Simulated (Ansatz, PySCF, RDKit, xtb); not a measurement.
**HNSO: from the formula to a structure**

Only the formula HNSO is given. Aim: find the structure of lowest free energy at 298.15 K, then its properties.

Plan: many cheap relaxations first (GFN2-xTB), then density-functional screening, relaxation at B3LYP/6-31G*, vibrations and a final energy. The numbers are computed, not measured.

4 further runs of the same task are left out: 4 set aside as unsound or not needed.

### Step 1. Candidates

A program enumerates the bonding patterns with one Lewis structure each (two rings at most, one unusual centre or charged pair), with their diastereomers. O–O, O–halogen and N–halogen bonds and N–N–N chains are not drawn. That gives 10 candidates.

```
label       SMILES     spin
 c040        N=S=O  singlet
 c097   [N-]=[O+]S  singlet
 c228    N1=[SH]O1  singlet
 c232         N#SO  singlet
 c401  O=[NH+][S-]  singlet
 c538   N=[O+][S-]  singlet
 c654     [nH]1os1  singlet
 c679         O=NS  singlet
 c810         ON=S  singlet
 c925     N#[SH]=O  singlet
```

Candidates are built by distance geometry, with a force field where one applies, in up to four conformers (letters a to d). 16 starts with atoms placed at random are added, to find patterns that the rules miss.

**Question.** With final energies at CCSD(T)/def2-TZVPP, which structure will this search put lowest in free energy, and by what margin?

| quantity | value |
| --- | --- |
| lowest structure found | N=S=O, singlet, Cs |
| next finalist | N#SO, singlet, 16.9 kcal/mol higher in G |
| share at equilibrium, among the finalists | 100.0 % |
| harmonic wavenumbers, lowest and highest (B3LYP/6-31G*) | 437 and 3438 cm⁻¹ |
| rotational constants, same geometry | 1.565, 0.3193, 0.2652 cm⁻¹ |
| dipole moment (PBE0/def2-TZVPD) | 0.92 D |
| HOMO energy (PBE0/def2-TZVPD) | -9.00 eV |
| LUMO energy (PBE0/def2-TZVPD) | -3.02 eV |
| HOMO–LUMO gap (PBE0/def2-TZVPD) | 5.97 eV |
| lowest excitation (TD-CAM-B3LYP/def2-SVPD) | 3.90 eV (f = 0.000) |
| strongest of the states computed, same level | 5.55 eV (f = 0.088) |
| lowest triplet excitation, same level, Tamm-Dancoff | 2.96 eV |
| vertical ionisation energy | 11.49 eV |
| vertical electron affinity | 0.65 eV |
| vertical triplet less singlet | +3.02 eV |

The search ends on `N=S=O`. The margin of 16.9 kcal/mol over the next finalist is beyond the usual error of the last level; it says nothing of structures that weren't ranked. GFN2-xTB, r2SCAN-D4/def2-SVP, B3LYP/6-31G*, HF/def2-TZVPP and MP2/def2-TZVPP already put its bonding pattern lowest among the structures in one piece; HF/STO-3G favours the singlet O=NS. A large T1 diagnostic among the finalists warns that one reference determinant may not suffice. It concerns: the winner; the finalist N#SO (singlet); the finalist O=NS (singlet). Lowest found is not proven lowest: the search is finite, and each finalist counts with one conformer.
